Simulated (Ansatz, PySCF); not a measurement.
Gas-phase reaction in SMILES: O=CO + 3 [H][H] (H2) -> C (CH4) + 2 O (H2O)

Property: energy of full hydrogenation (enthalpy at 298 K), in kcal/mol. Conventions: six Cartesian d functions in 6-31G* and its kin unless marked 5d; 6-311+G** with 5d; frozen cores in correlated levels; spin-orbit terms left out; non-relativistic; no dispersion term unless named. Basis-set limits of correlation are two-point, X^-3; Hartree-Fock from the larger set. First-principles rows: single points at B3LYP-D3(BJ) geometries (Ansatz, a program for electronic structure), with unscaled harmonic terms from B3LYP/6-31G* at its own minima.

Measured values: Active Thermochemical Tables 1.112 (ions: stationary electron), as tabulated in the package chemicals; G2/97 table in ASE (Curtiss et al.); they hold spin-orbit and core effects, anharmonicity and other conformers. 

Value to compare with, the measured value: -42.9 kcal/mol.

```json
[
 {"level": "PBE/def2-SVP", "program": "Ansatz", "energy of full hydrogenation (enthalpy at 298 K) (kcal/mol)": "-24.3", "error": "18.6"},
 {"level": "B3LYP/3-21G", "program": "Ansatz", "energy of full hydrogenation (enthalpy at 298 K) (kcal/mol)": "-11.9", "error": "31.0"},
 {"level": "B3LYP/6-31+G*", "program": "Ansatz", "energy of full hydrogenation (enthalpy at 298 K) (kcal/mol)": "-31.5", "error": "11.4"},
 {"level": "MP2/6-31G*", "program": "Ansatz", "energy of full hydrogenation (enthalpy at 298 K) (kcal/mol)": "-20.1", "error": "22.8"},
 {"level": "MP2/6-311+G**", "program": "Ansatz", "energy of full hydrogenation (enthalpy at 298 K) (kcal/mol)": "-41.1", "error": "1.8"},
 {"level": "B3PW91/6-31G* (5d)", "program": "PySCF", "energy of full hydrogenation (enthalpy at 298 K) (kcal/mol)": "-24.3", "error": "18.6"},
 {"level": "B3LYP-D3(BJ)/def2-TZVPD", "program": "Ansatz + dftd3", "energy of full hydrogenation (enthalpy at 298 K) (kcal/mol)": "-38.2", "error": "4.7"},
 {"level": "wB97X-V/def2-TZVPD", "program": "Ansatz", "energy of full hydrogenation (enthalpy at 298 K) (kcal/mol)": "-40.1", "error": "2.8"},
 {"level": "CCSD(T)/CBS(cc-pVTZ,cc-pVQZ)", "program": "Ansatz", "energy of full hydrogenation (enthalpy at 298 K) (kcal/mol)": "-42.8", "error": "0.1"}
]
```

Among the 6 habitual levels, B3LYP/3-21G lies farthest from the measured value (31.0 kcal/mol) and MP2/6-311+G** nearest (1.8); 6 of 6 lie above it, and their mean absolute error is 17.4 kcal/mol, the median 18.6. One case shows no general order.

The levels are drawn from those run, B3LYP/6-31G* more often than the rest, none by its result; runs whose electronic state is in doubt are left out.
